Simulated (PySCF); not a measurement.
Input of a run (PBE0-D3(BJ)/def2-TZVP geometry optimisation, gas phase (PySCF 2.14.0)), started from GFN2-xTB:
```
{"job": {"xc": "PBE0", "basis": "def2-TZVP", "d3": "d3bj", "grid": 2, "shake": 0.01, "kind": "geom"}, "charge": 1, "multiplicity": 1}
P      0.022310    -0.024790     0.000510
H     -0.741620    -0.866860    -0.780970
H      0.315290    -0.619290     1.169690
H     -0.708240     1.128830     0.257850
H      1.145840     0.348140    -0.684960
```

Output (energies in Eh, forces in Eh/bohr):
```
step   0  E = -343.32254455  max force = 0.024712
step   1  E = -343.32490676  max force = 0.005948
step   2  E = -343.32503967  max force = 0.000783
step   3  E = -343.32504122  max force = 0.000039
optimisation converged
```

**Question.** Summarise the run.

**Answer.** The energy falls by 1.6 kcal/mol over 4 energy and gradient evaluations, the largest force component goes from 0.0247 to 3.9e-05 Eh/bohr, and the atoms move by 0.033 Å rms after alignment. The bond that changes most is P1–H3 (phosphonium phosphorus to P–H hydrogen), which lengthens by 0.057 Å. Bonds longer at the end by more than 0.005 Å: 4 of 4; shorter: 0. Among the angles that change most is H3–P1–H5, from 112.2° to 109.5°. The energy never rose by more than 1e-6 Eh on the way. The first step brought 95 % of the lowering.

**Question.** What are the final bond lengths?

**Answer.** P1–H2 1.401 Å, P1–H3 1.401 Å, P1–H4 1.401 Å, P1–H5 1.401 Å. Numbering counts from 1 in the input's order; the species is `[PH4+]`.

The run used 61 basis functions and 21 SCF cycles in all. On an Arm Neoverse V1 with one thread (shared host), this took 3.6 s of wall time and 0.30 GiB of memory at its peak.

Not checked by PBE0-D3(BJ)/def2-TZVP frequencies. Isolated species at its PBE0-D3(BJ)/def2-TZVP geometry, gas phase.
